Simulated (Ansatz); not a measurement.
`[MgH][O][SiH3]` + CH₃SH → `C[S][MgH]` + silanol at 600 K and 1 bar (ligand exchange at a Mg–O bond).

Program: Ansatz. Geometries: PBE0-D4/def2-TZVP. ΔE: electronic, gas phase. CBS: MP2 limit from def2 TZ/QZ plus the TZ coupled-cluster correction, frozen cores. This one scheme is used for every species. For Mg outer-core shells are correlated without core-valence functions, which leaves a few kJ/mol of doubt a bond.

| species | CCSD(T)/CBS energy (Eh) | H − E (kJ/mol) | S (J/(mol·K)) |
| --- | --- | --- | --- |
| `[MgH][O][SiH3]` | -566.62487 | 137.2 | 369.9 |
| CH₃SH | -438.22835 | 152.3 | 296.8 |
| `C[S][MgH]` | -638.14397 | 159.7 | 377.0 |
| `O[SiH3]` | -366.69042 | 135.7 | 307.9 |

H − E and S are ideal-gas, rigid-rotor, harmonic terms from PBE0-D4/def2-TZVP. 1 Eh = 2625.50 kJ/mol, R = 8.31446 J/(mol·K).

Problem. By hand: ΔE, ΔH, ΔS and ΔG.

Solution. ΔE = (-638.14397) + (-366.69042) − (-566.62487) − (-438.22835) = 0.01883 Eh = 49.4 kJ/mol. Δ(H − E) = 159.7 + 135.7 − 137.2 − 152.3 = 5.9, so ΔH = 55.3 kJ/mol. ΔS = 377.0 + 307.9 − 369.9 − 296.8 = 18.2 J/(mol·K). ΔG = 55.3 − 600 × (18.2)/1000 = 44.4 kJ/mol.

Problem. By hand: the equilibrium constant, and the temperature at which ΔG would vanish if ΔH and ΔS stayed fixed.

Solution. log₁₀ K = −ΔG/(RT ln 10) = -3.9. ΔG = 0 at ΔH/ΔS = 3038 K, far beyond where these terms or the molecules hold.

ΔH outweighs TΔS. A doubt of 5 kJ/mol in ΔE shifts log₁₀ K by 0.4 here. These are equilibria of isolated gas molecules and say nothing of rates. Largest T1 diagnostic: 0.011 (customary marks: 0.02 for closed shells, 0.045 for open ones).
